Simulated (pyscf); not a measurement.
Structures and frequencies: ωB97X-D3(BJ)/def2-SVP in PySCF.

Question: Estimate the classical barrier height and the reaction energy of F–CH₂–C•(F)–F -> •HC=C(F)–F + hydrogen fluoride (HF) at ωB97M-D3(BJ)/def2-TZVP. The step runs on the doublet surface, breaks C–H, C–F and forms F–H; take the reactant's lowest minimum found as zero.

Answer: ΔE‡ = 44.4 kcal/mol, ΔE = +32.6 kcal/mol. Zero-point energy shifts the barrier by -5.2 kcal/mol. It is a 1,1-elimination, with an imaginary mode of 1125i cm⁻¹. F–CH₂–C•(F)–F lies 14.8 kcal/mol over its isomer •H₂C–C(F)(F)–F, and others may lie lower still (electronic energy, ωB97M-D3(BJ)). One saddle was located; it need not be the lowest between these sides.
